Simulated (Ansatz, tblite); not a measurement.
Spin states of Li2H2 (the lowest singlet isomer of a short search), each relaxed with PBE-D4/def2-TZVP in Ansatz. Electronic energies in the gas phase.

The xTB rows come from tblite. HSE06 is defined as in plane-wave codes, on full-range PBE exchange. Correlated methods freeze no core orbitals; core or outer-core shells of Li are correlated, in sets that lack core-valence functions. In CCSD on the charge 0 triplet the largest single amplitude is 0.51, so its Hartree–Fock determinant may place the open shell otherwise than the density functionals do. HOMO above LUMO, or a gap near zero within one spin, warns that the state may not be the lowest or that an electron is smeared out. In the triplet, H3 and H4 lie 1.04 Å apart (atoms count from 1), so these atoms are partly bonded to each other. In the quintet geometry the species has come apart into loosely held pieces. The structure comes from a short search, and lower isomers may exist.

Singlet geometry (D2h within 0.1 Å):

```xyz
4

Li   -0.458   -1.035   -0.147
Li    0.453    1.039    0.136
H    -1.096    0.396    0.625
H     1.101   -0.400   -0.613
```

Triplet geometry (D2h within 0.1 Å):

Cartesian coordinates in Å:
```
Li 1.409 -0.603 0.813
Li -1.408 0.603 -0.814
H -0.113 -0.483 -0.163
H 0.112 0.483 0.165
```

Quintet geometry (C2v within 0.1 Å):

```xyz
4

Li    1.272    1.093   -1.173
Li   -1.790    0.705    0.699
H    -0.975   -1.837   -1.977
H     1.493    0.039    2.450
```

⟨S²⟩: triplet 2.00 at PBE0-D4/def2-TZVP (pure 2.00), quintet 6.00 at PBE0-D4/def2-TZVP (pure 6.00).

Run but left out: HF/STO-3G, HF/def2-TZVP, HF/def2-TZVPP, MP2/def2-TZVP, MP2/def2-TZVPP (triplet: a determinant that CCSD turns far, T1 0.129).

Only these spin states were relaxed. The quintet has fallen apart into loose fragments. The triplet has other bonds than the singlet, so the gap mixes isomer and spin. The quintet has other bonds than the singlet, so the gap mixes isomer and spin.

| level | triplet − singlet (kJ/mol) | quintet − singlet (kJ/mol) | lowest of these | remarks |
| --- | --- | --- | --- | --- |
| GFN1-xTB | 566.8 | 1102.8 | singlet | – |
| PBE-D4/def2-TZVP | 259.9 | 615.0 | singlet | gap within one spin near zero (triplet) |
| r2SCAN-D4/def2-TZVP | 267.6 | 643.5 | singlet | gap within one spin near zero (triplet) |
| r2SCAN0-D4/def2-TZVP | 283.6 | 644.1 | singlet | – |
| HSE06-D4/def2-TZVP | 275.7 | 617.5 | singlet | gap within one spin near zero (triplet) |
| ωB97M-V/def2-TZVP | 335.8 | 707.0 | singlet | – |
| RPA@PBE/def2-TZVP | 240.0 | 599.6 | singlet | – |

(1) Estimate the rows for GFN2-xTB, revPBE-D4/def2-TZVP, B97M-V/def2-TZVP, PBE0-D4/def2-TZVP, CCSD/def2-TZVPP, CCSD(T)/def2-TZVPP.

Results:

(1) 
```
              level  triplet − singlet (kJ/mol)  quintet − singlet (kJ/mol)  lowest of these                                  remarks
           GFN2-xTB                       607.3                      1068.0          singlet                                        –
revPBE-D4/def2-TZVP                       258.9                       596.5          singlet  gap within one spin near zero (triplet)
   B97M-V/def2-TZVP                       317.5                       720.5          singlet  gap within one spin near zero (triplet)
  PBE0-D4/def2-TZVP                       279.9                       617.5          singlet                                        –
    CCSD/def2-TZVPP                       326.3                       673.3          singlet               large T1 (0.129) (triplet)
 CCSD(T)/def2-TZVPP                       324.4                       674.5          singlet               large T1 (0.129) (triplet)
```

The xTB methods have no term that favours high spin, so they put low spin too low.
